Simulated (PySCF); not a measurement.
ozone (O3), SMILES [O-][O+]=O. Atoms are numbered in the order given.

```xyz
3

O      0.0000     1.0634     0.2113
O      0.0000     0.0000    -0.4227
O      0.0000    -1.0634     0.2113
```

Geometry: PBE0-D3(BJ)/def2-TZVP. The molecule may have multireference character, which single-reference levels describe poorly.

Computed with TDA-PBE/def2-TZVPD (PySCF 2.14.0).

Vertical excitations.  State labels are in the subgroup C2v.

Question: Estimate the UV-visible absorptions. (Estimate from the structure and the level; the computed values follow.)

Answer: 
```tsv
state	symmetry	energy (eV)	λ (nm)	f	main pairs
S1	B1	2.37	523	0.000	HOMO→LUMO 100 %
S2	A2	2.53	489	0.000	HOMO−1→LUMO 100 %
S3	B2	6.79	183	0.154	HOMO−2→LUMO 69 %
S4	A1	8.56	145	0.000	HOMO→LUMO+2 73 %, HOMO→LUMO+1 26 %
S5	A1	8.69	143	0.031	HOMO→LUMO+1 71 %, HOMO→LUMO+2 25 %
S6	B2	8.82	141	0.041	HOMO−1→LUMO+2 57 %, HOMO−1→LUMO+1 40 %
S7	B2	8.88	140	0.009	HOMO→LUMO+3 84 %
S8	A1	9.15	136	0.026	HOMO−1→LUMO+3 95 %
S9	B1	9.25	134	0.013	HOMO→LUMO+4 97 %
S10	B1	9.41	132	0.006	HOMO−3→LUMO 96 %
T1	B1	1.46	851	0	HOMO→LUMO 100 %
T2	A2	1.80	690	0	HOMO−1→LUMO 100 %
T3	B2	2.21	562	0	HOMO−2→LUMO 100 %
T4	A1	8.15	152	0	HOMO→LUMO+1 65 %, HOMO→LUMO+2 31 %
```
Triplets are in the Tamm–Dancoff approximation.
